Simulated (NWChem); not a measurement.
System: LiF; SMILES [Li][F]

Output (shortened):

```
             Northwest Computational Chemistry Package (NWChem) 7.3.0
             --------------------------------------------------------

                             Geometry "geometry" -> ""
                             -------------------------

 Output coordinates in angstroms (scale by  1.889725989 to convert to a.u.)

  No.       Tag          Charge          X              Y              Z
 ---- ---------------- ---------- -------------- -------------- --------------
    1 Li                   3.0000     0.00000000     0.00000000    -1.14627300
    2 F                    9.0000     0.00000000     0.00000000     0.38598500

 Effective nuclear repulsion energy (a.u.)       9.3246605487

  pbe96 is a nonlocal functional; adding pw91lda local functional.
                              NWChem Property Module
                              ----------------------

  itol2e modified to match energy
  convergence criterion.

                                 NWChem DFT Module
                                 -----------------

 Summary of "ao basis" -> "ao basis" (spherical)
 ------------------------------------------------------------------------------
       Tag                 Description            Shells   Functions and Types
 ---------------- ------------------------------  ------  ---------------------
 Li                         pcsseg-1                 6       12   3s3p
 F                          pcsseg-1                 7       17   3s3p1d

  itol2e modified to match energy
  convergence criterion.

            General Information
            -------------------
          SCF calculation type: DFT
          Wavefunction type:  closed shell.
          No. of atoms     :     2
          No. of electrons :    12
           Alpha electrons :     6
            Beta electrons :     6
          Charge           :     0
          Spin multiplicity:     1
          Use of symmetry is: off; symmetry adaption is: off
          Maximum number of iterations: 150
          AO basis - number of functions:    29
                     number of shells:    13
          Convergence on energy requested:  1.00D-07
          Convergence on density requested:  1.00D-05
          Convergence on gradient requested:  5.00D-04

              XC Information
              --------------
          PerdewBurkeErnzerhof Exchange Functional  1.000
            Perdew 1991 LDA Correlation Functional  1.000 local
           PerdewBurkeErnz. Correlation Functional  1.000 non-local

             Grid Information
             ----------------
          Grid used for XC integration:  fine
          Radial quadrature: Mura-Knowles
          Angular quadrature: Lebedev.
          Tag              B.-S. Rad. Rad. Pts. Rad. Cut. Ang. Pts.
          ---              ---------- --------- --------- ---------
          Li                  1.45       70          10.0       590
          F                   0.50       70           7.0       590
          Grid pruning is: on
          Number of quadrature shells:   140
          Spatial weights used:  Erf1

      Superposition of Atomic Density Guess
      -------------------------------------

 Sum of atomic energies:        -106.79289150

      Non-variational initial energy
      ------------------------------

 Total energy =    -106.529497
 1-e energy   =    -166.851980
 2-e energy   =      50.997822
 HOMO         =      -0.668763
 LUMO         =      -0.055807

   convergence    iter        energy       DeltaE   RMS-Dens  Diis-err
 ---------------- ----- ----------------- --------- --------- ---------
 d= 0,ls=0.0,diis     1   -107.1946911005 -1.17D+02  7.80D-02  8.95D-01
 d= 0,ls=0.0,diis     2   -102.8604029762  4.33D+00  7.21D-02  3.16D+01
 d= 0,ls=0.0,diis     3   -107.2905587644 -4.43D+00  3.24D-03  3.20D-02
 d= 0,ls=0.0,diis     4   -107.2922330841 -1.67D-03  9.61D-04  3.27D-03
 d= 0,ls=0.0,diis     5   -107.2926086354 -3.76D-04  4.64D-05  1.04D-05
 d= 0,ls=0.0,diis     6   -107.2926094070 -7.72D-07  8.75D-06  7.11D-07
 d= 0,ls=0.0,diis     7   -107.2926094559 -4.89D-08  6.00D-07  1.76D-09

         Total DFT energy =     -107.292609455925
      One electron energy =     -169.496681468460
           Coulomb energy =       65.190387152740
    Exchange-Corr. energy =      -12.310975688879
 Nuclear repulsion energy =        9.324660548675

 Numeric. integr. density =       11.999999604507

                       DFT Final Molecular Orbital Analysis
                       ------------------------------------

 Vector    4  Occ=2.000000D+00  E=-2.263573D-01
              MO Center= -3.1D-11,  3.5D-11,  3.8D-01, r^2= 5.5D-01
   Bfn.  Coefficient  Atom+Function         Bfn.  Coefficient  Atom+Function
  ----- ------------  ---------------      ----- ------------  ---------------
    21      0.473375  2 F  pz                24      0.451868  2 F  pz
    18      0.261081  2 F  pz                 1      0.133704  1 Li s
     2     -0.117596  1 Li s                  9     -0.089876  1 Li pz
    15      0.071002  2 F  s                  3      0.068317  1 Li s
    14      0.047091  2 F  s                 12      0.041414  1 Li pz

 Vector    5  Occ=2.000000D+00  E=-2.166245D-01
              MO Center=  8.9D-11, -9.9D-11,  3.1D-01, r^2= 7.1D-01
   Bfn.  Coefficient  Atom+Function         Bfn.  Coefficient  Atom+Function
  ----- ------------  ---------------      ----- ------------  ---------------
    20      0.344256  2 F  py                23      0.344107  2 F  py
    19     -0.310195  2 F  px                22     -0.310061  2 F  px
    17      0.191865  2 F  py                16     -0.172881  2 F  px
    11      0.078480  1 Li py                10     -0.070715  1 Li px
     8      0.058022  1 Li py                 7     -0.052281  1 Li px

 Vector    6  Occ=2.000000D+00  E=-2.166245D-01
              MO Center= -4.6D-11, -1.4D-11,  3.1D-01, r^2= 7.1D-01
   Bfn.  Coefficient  Atom+Function         Bfn.  Coefficient  Atom+Function
  ----- ------------  ---------------      ----- ------------  ---------------
    19      0.344256  2 F  px                22      0.344107  2 F  px
    20      0.310195  2 F  py                23      0.310061  2 F  py
    16      0.191865  2 F  px                17      0.172881  2 F  py
    10      0.078480  1 Li px                11      0.070715  1 Li py
     7      0.058022  1 Li px                 8      0.052281  1 Li py

 Vector    7  Occ=0.000000D+00  E=-6.195906D-02
              MO Center= -7.8D-09,  7.2D-09, -2.1D+00, r^2= 4.9D+00
   Bfn.  Coefficient  Atom+Function         Bfn.  Coefficient  Atom+Function
  ----- ------------  ---------------      ----- ------------  ---------------
     3      0.672748  1 Li s                 12     -0.332119  1 Li pz
     2      0.281468  1 Li s                  1     -0.168799  1 Li s
     9     -0.134422  1 Li pz                15     -0.049309  2 F  s
    14     -0.030499  2 F  s                 21      0.025355  2 F  pz

 Vector    8  Occ=0.000000D+00  E= 2.265945D-02
              MO Center=  1.1D-08, -1.2D-08, -1.2D+00, r^2= 6.5D+00
   Bfn.  Coefficient  Atom+Function         Bfn.  Coefficient  Atom+Function
  ----- ------------  ---------------      ----- ------------  ---------------
    11      0.679976  1 Li py                10     -0.612526  1 Li px
    23     -0.148964  2 F  py                22      0.134187  2 F  px
     8      0.116855  1 Li py                 7     -0.105263  1 Li px
    20     -0.102772  2 F  py                19      0.092577  2 F  px
    17     -0.060445  2 F  py                16      0.054449  2 F  px

 Vector    9  Occ=0.000000D+00  E= 2.265945D-02
              MO Center= -9.6D-10, -8.7D-10, -1.2D+00, r^2= 6.5D+00
   Bfn.  Coefficient  Atom+Function         Bfn.  Coefficient  Atom+Function
  ----- ------------  ---------------      ----- ------------  ---------------
    10      0.679976  1 Li px                11      0.612526  1 Li py
    22     -0.148964  2 F  px                23     -0.134187  2 F  py
     7      0.116855  1 Li px                 8      0.105263  1 Li py
    19     -0.102772  2 F  px                20     -0.092577  2 F  py
    16     -0.060445  2 F  px                17     -0.054449  2 F  py

     Multipole analysis of the density
     ---------------------------------

     L   x y z        total         alpha         beta         nuclear
     -   - - -        -----         -----         ----         -------
     0   0 0 0     -0.000000     -6.000000     -6.000000     12.000000

     1   1 0 0      0.000000      0.000000      0.000000      0.000000
     1   0 1 0     -0.000000     -0.000000     -0.000000      0.000000
     1   0 0 1     -2.175093     -1.120660     -1.120660      0.066227

     2   2 0 0     -5.636096     -2.818048     -2.818048      0.000000
     2   1 1 0      0.000000      0.000000      0.000000      0.000000
     2   1 0 1     -0.000000     -0.000000     -0.000000      0.000000
     2   0 2 0     -5.636096     -2.818048     -2.818048      0.000000
     2   0 1 1      0.000000      0.000000      0.000000      0.000000
     2   0 0 2     -1.409654    -10.137231    -10.137231     18.864808

          -----------------------------------------
          Chemical Shielding Tensors (GIAO, in ppm)
          -----------------------------------------

                                NWChem CPHF Module
                                ------------------

  scftype          =     RHF
  nclosed          =        6
  nopen            =        0
  variables        =      138
  # of vectors     =        3
  tolerance        = 0.10D-03
  level shift      = 0.00D+00
  max iterations   =       50
  max subspace     =       30

 SCF residual:    1.0815674537607361E-005

Iterative solution of linear equations
  No. of variables      138
  No. of equations        3
  Maximum subspace       30
        Iterations       50
       Convergence  1.0D-04

   iter   nsub   residual    time
   ----  ------  --------  ---------
     1      3    1.88D-06       1.2

      Atom:    1  Li
        Diamagnetic
     96.2899      0.0000      0.0000
      0.0000     96.2899     -0.0000
      0.0000     -0.0000    106.9330

        Paramagnetic
    -20.1821      0.0000     -0.0000
      0.0000    -20.1821      0.0000
     -0.0000      0.0000     -0.0000

        Total Shielding Tensor
     76.1077      0.0000     -0.0000
      0.0000     76.1077      0.0000
     -0.0000      0.0000    106.9330

           isotropic =      86.3828
          anisotropy =      30.8253

          Principal Components and Axis System
                 1           2           3
              106.9330     76.1077     76.1077

      1        -0.0000      0.7677     -0.6408
      2         0.0000      0.6408      0.7677
      3         1.0000      0.0000     -0.0000

      Atom:    2  F
        Diamagnetic
    469.8326     -0.0000      0.0000
     -0.0000    469.8326     -0.0000
      0.0000     -0.0000    480.5321

        Paramagnetic
   -301.0748     -0.0000     -0.0000
     -0.0000   -301.0748      0.0000
     -0.0000      0.0000      0.0000

        Total Shielding Tensor
    168.7578     -0.0000     -0.0000
     -0.0000    168.7578      0.0000
     -0.0000      0.0000    480.5321

           isotropic =     272.6825
          anisotropy =     311.7743

          Principal Components and Axis System
                 1           2           3
              480.5321    168.7578    168.7578

      1        -0.0000     -0.6831      0.7303
      2         0.0000      0.7303      0.6831
      3         1.0000     -0.0000      0.0000
```

Level: PBE/pcSseg-1, GIAO. Geometry: optimised at PBE0/def2-SVP. The printed shielding anisotropy is the first printed principal value minus the mean of the other two.

Write an input that gives this output.

Several could match; the one computed here: the input that was run:
```
start job
memory heap 200 mb stack 900 mb global 1100 mb
geometry units angstroms noautosym nocenter noautoz
  Li     0.000000     0.000000    -1.146273
  F      0.000000     0.000000     0.385985
end
basis spherical
  * library pcsseg-1
end
dft
  xc xpbe96 cpbe96
  iterations 150
end
property
  shielding
end
task dft property
```
